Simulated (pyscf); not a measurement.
Thermochemistry of product channels of H₃C–SiH(CH₃)–CH₃ on the singlet surface, in kcal/mol, from ωB97M-D3(BJ)/def2-TZVP energies (ideal gas, 1 atm, RRHO with modes under 100 cm⁻¹ raised to 100, one conformer, R ln 2 for chiral ones without a mode under 150 cm⁻¹). Structures and frequencies: ωB97X-D3(BJ)/def2-SVP in PySCF.

```json
[
 {"products": "cyclic C₃H₈Si (SMILES C[SiH]1CC1) + H₂", "ΔE": "+59.0", "ΔH(298 K)": "+53.7", "ΔG(900 K)": "+29.2", "ΔG(1200 K)": "+20.9"},
 {"products": "CH₂ [singlet] + H₃C–SiH₂–CH₃", "ΔE": "+124.0", "ΔH(298 K)": "+117.8", "ΔG(900 K)": "+84.2", "ΔG(1200 K)": "+73.3"}
]
```

These are energies of the channels, which say nothing of barriers. cyclic C₃H₈Si (SMILES C[SiH]1CC1) lies 7.5 kcal/mol over its isomer H₂C=CH–SiH₂–CH₃ (electronic energy, ωB97M-D3(BJ)). CH₂ [singlet] is an excited spin state, 8.9 kcal/mol over the triplet at ωB97X-D3(BJ). A restricted singlet here is unstable towards spin polarisation, as is usual where a triplet lies low; its energy is less safe.
